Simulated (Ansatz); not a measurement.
# CNS−: basis-set convergence

How large a basis does CNS− need? Two functionals are run in growing sets.

Method: one geometry, several basis sets; program: Ansatz 0.2.0, Gaussian basis.

The runs, in order: PBE0-D4/def2-SVPD; ωB97M-V/def2-SVPD; PBE0-D4/def2-QZVPPD; ωB97M-V/def2-QZVPPD; the functionals' def2-TZVPPD values are taken from earlier runs.

## 1. Structure used throughout

An earlier PBE0-D4 in a triple-zeta def2 set relaxation fixed the geometry.

SMILES `N#C[S-]`, 3 atoms, charge -1, spin multiplicity 1.

Atoms are counted from 1 here; the program's logs count them from 0.

Bond lengths: N1–C2 1.171 Å, C2–S3 1.653 Å. Angles: N1–C2–S3 180.0°.

## 2. PBE0-D4 in def2-SVPD

Input file in.yaml:

```yaml
crystal:
  periodic: [false, false, false]
  atoms:
    - {symbol: N, position_ang: [-1.027345, -0.576028, -0.621441]}
    - {symbol: C, position_ang: [-0.124112, -0.069589, -0.075077]}
    - {symbol: S, position_ang: [1.151457, 0.645628, 0.696517]}
basis:
  gaussian: {orbitals: def2-SVPD}
total_charge: -1
hamiltonian: {xc: pbe0, dispersion: d4}
output: {orbitals: {seedname: orbitals}}
```

Launch:

```
$ ansatz run in.yaml --threads 2 --pin off --events-out ev --progress --plain --max-ram 32768MiB --backend cpu
```

After this run come: ωB97M-V in def2-SVPD; PBE0-D4 in def2-QZVPPD; ωB97M-V in def2-QZVPPD.

Before running them: what should the planned runs give, taken together? Wanted: PBE0-D4: double and triple zeta above quadruple; ωB97M-V: double and triple zeta above quadruple.

The runs gave:

| quantity | value |
| --- | --- |
| PBE0-D4: double and triple zeta above quadruple | 6.87, 0.44 eV |
| ωB97M-V: double and triple zeta above quadruple | 6.83, 0.41 eV |

What this shows: For PBE0-D4 the step from double to triple zeta gains 6.43 eV and the next only 0.44 eV. These are total energies; as a rule much of such shifts cancels in differences, which this series doesn't test. The LUMO of ωB97M-V is positive and keeps falling with the basis (5.55 to 3.69 eV): an unbound level that the basis holds in place.
